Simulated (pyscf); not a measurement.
Structures and frequencies: ωB97X-D3(BJ)/def2-SVP in PySCF.

For the elementary gas-phase step H₃Si–SiH•–PH₂ (SMILES [SiH3][SiH]P) + H₂ (SMILES [H][H]) → H₃Si–SiH₂–PH₂ (SMILES [SiH3][SiH2]P) + H• (SMILES [H]) (doublet surface; H–H broken, H–Si formed), what barrier and reaction energy does ωB97M-D3(BJ)/def2-TZVP give, measured from the separated reactants?

ΔE‡ = 86.4 kJ/mol, ΔE = +70.5 kJ/mol. Zero-point energy shifts the barrier by -5.4 kJ/mol. It is a hydrogen abstraction, with an imaginary mode of 862i cm⁻¹. H₃Si–SiH•–PH₂ lies 47.7 kJ/mol over its isomer H₃Si–P•–SiH₃ (electronic energy, ωB97M-D3(BJ)/def2-TZVP). H₃Si–SiH₂–PH₂ lies 23.9 kJ/mol over its isomer H₃Si–PH–SiH₃ (electronic energy, ωB97M-D3(BJ)/def2-TZVP). This is the saddle that the search found; another between the same sides may lie lower. The angle at the transferred H is 177°.
